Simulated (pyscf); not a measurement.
9 silicon, germanium or tin steps of one kind (hydrogen abstraction, radical): reaction energy in kcal/mol, from the separated reactants or the lowest minimum found. Single points on ωB97X-D3(BJ)/def2-SVP structures (PySCF, gas phase). Functionals in def2-TZVP; the last column is ωB97M-D3(BJ)/def2-TZVP. Rows were drawn at random from the steps of this kind and element class whose saddle was verified and whose references are stable.

| step | PBE | PBE0-D3(BJ) | r²SCAN | ωB97M-D3(BJ) |
|---|---|---|---|---|
| H₂Si=PH + H• → [HSi=PH]• + H₂ | -21.0 | -18.7 | -22.0 | -18.0 |
| H₃Si–O–PH₂ + H• -> •H₂Si–O–PH₂ + H₂ | -12.5 | -10.6 | -13.4 | -9.2 |
| H₂N–SiH₂–F + H• -> H₂N–SiH•–F + H₂ | -10.8 | -8.4 | -11.5 | -6.7 |
| Cl–GeH₃ + H• -> Cl–GeH₂• + H₂ | -21.5 | -19.4 | -22.4 | -20.9 |
| F–C(F)(F)–SiH₃ + H• -> F–C(F)(F)–SiH₂• + H₂ | -13.0 | -11.4 | -14.4 | -10.2 |
| H₃Si–SH + H• → H₃Si–S• + H₂ | … | -13.3 | -16.4 | -14.6 |
| H₂N–SiH: [singlet] + H• → [HN=SiH]• + H₂ | -10.6 | -5.9 | -13.0 | -4.5 |
| H₃Si–SH + H• → •H₂Si–SH + H₂ | -16.8 | -14.7 | -17.8 | -13.4 |
| [HN=Si–F]• + H₂ -> H₂N–Si:–F [singlet] + H• | … | -4.6 | +2.4 | -6.5 |

**Question.** Some entries are withheld; supply them.

**Answer.** 
- H₃Si–SH + H• → H₃Si–S• + H₂, PBE: -14.0
- [HN=Si–F]• + H₂ -> H₂N–Si:–F [singlet] + H•, PBE: +0.2

Differences from the last column (kcal/mol): PBE: mean -1.8, median -3.0, mean size 3.4, lower in 7 of 9; PBE0-D3(BJ): mean -0.4, median -1.2, mean size 1.4, lower in 6 of 9; r²SCAN: mean -2.7, median -4.2, mean size 4.7, lower in 8 of 9. PBE is closest for row 6 (0.6 kcal/mol apart) and farthest for row 9 (6.7 kcal/mol). PBE, r²SCAN and M06-2X carry no added dispersion term. The last column is a level with limits of its own. Elements up to Kr have no core potential and no relativistic terms here.
